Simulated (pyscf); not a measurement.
One four-centre exchange on the singlet surface with elements of a group swapped. CCSD(T)/def2-TZVPP + ΔMP2(QZVPP), kcal/mol, from the separated reactants. Optimised with ωB97X-D3(BJ)/def2-SVP in PySCF. MP2 and CC: frozen core, UHF for open shells. ΔMP2 is the change of the MP2 total energy from the triple- to the quadruple-zeta basis.

```csv
step,barrier,reaction energy,imaginary mode (i cm⁻¹)
PH₃ + HO–SiH₃ → HO–PH₂ + SiH₄,?,?,560
AsH₃ + HO–SiH₃ → HO–AsH₂ + SiH₄,55.9,+28.5,452
```

What belongs in the gaps?


- PH₃ + HO–SiH₃ → HO–PH₂ + SiH₄, barrier: 61.5
- PH₃ + HO–SiH₃ → HO–PH₂ + SiH₄, reaction energy: +24.8

Each row is the saddle that its search found. The CCSD(T) − MP2 part came from Ansatz, without density fitting, on the same reference. The frozen core leaves the outer d or s,p core shells of the metals and heavy elements correlated in the MP2 and CC values, and def2-TZVPP describes them poorly, which can shift differences by a few kcal/mol. Elements up to Kr have no core potential and no relativistic terms here.
